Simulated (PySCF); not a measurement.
Simulated Si 2p region for `[SiH3][SiH3]`, binding energy against the vacuum level.

Every computed line was given a Gaussian of 1.0 eV full width at half maximum and an area set by the number of equivalent atoms (split 2:1 within a doublet); the highest printed point is 100. Theory: delta-SCF UKS SCAN, pcX-3 on the ionised atom, pcseg-2 elsewhere, spin-free X2C in PySCF.

```
binding energy (eV)  intensity
              105.1          0
              105.2          0
              105.3          1
              105.4          2
              105.5          4
              105.6          6
              105.7         11
              105.8         17
              105.9         25
              106.0         35
              106.1         47
              106.2         60
              106.3         73
              106.4         84
              106.5         93
              106.6         98
              106.7        100
              106.8         98
              106.9         93
              107.0         86
              107.1         78
              107.2         68
              107.3         58
              107.4         49
              107.5         39
              107.6         30
              107.7         22
              107.8         16
              107.9         11
              108.0          7
              108.1          4
              108.2          2
              108.3          1
              108.4          1
              108.5          0
              108.6          0
```

Q: Count the maxima, the lines and the sites behind this envelope.

A: The curve has 1 maximum (at 106.7 eV). Under it lie 2 lines from 1 inequivalent silicon site, drawn as a 2p3/2, 2p1/2 pair. At this width some lines have no maximum of their own.

Q: Decompose the envelope and assign each component. Numbering: `[SiH3:1][SiH3:2]`.

A: 
| position (eV) | relative area | line | atoms | environment |
| --- | --- | --- | --- | --- |
| 106.56 | 1.33 | Si 2p3/2 | Si1/Si2 | SiH3 silicon |
| 107.19 | 0.67 | Si 2p1/2 | Si1/Si2 | SiH3 silicon |

Q: What are the centre and the root-mean-square width of the whole band?

A: The area-weighted mean of the lines is 106.77 eV. Their own spread about it is 0.29 eV (rms) and each Gaussian has σ = 1.0/2.355 = 0.42 eV; the variances add, which gives 0.52 eV.

No satellites, vibrations or lifetime broadening are included. Atoms equivalent by their bonding share one computed value, that of the first of them. Spin–orbit and ligand-field terms were added within each 2p shell after the spin-free SCF. 2p1/2 minus 2p3/2 (ligand field included): Si 0.62 eV. Geometry: PBE0-D3(BJ)/def2-TZVP; no solvent, vibrations or thermal averaging.
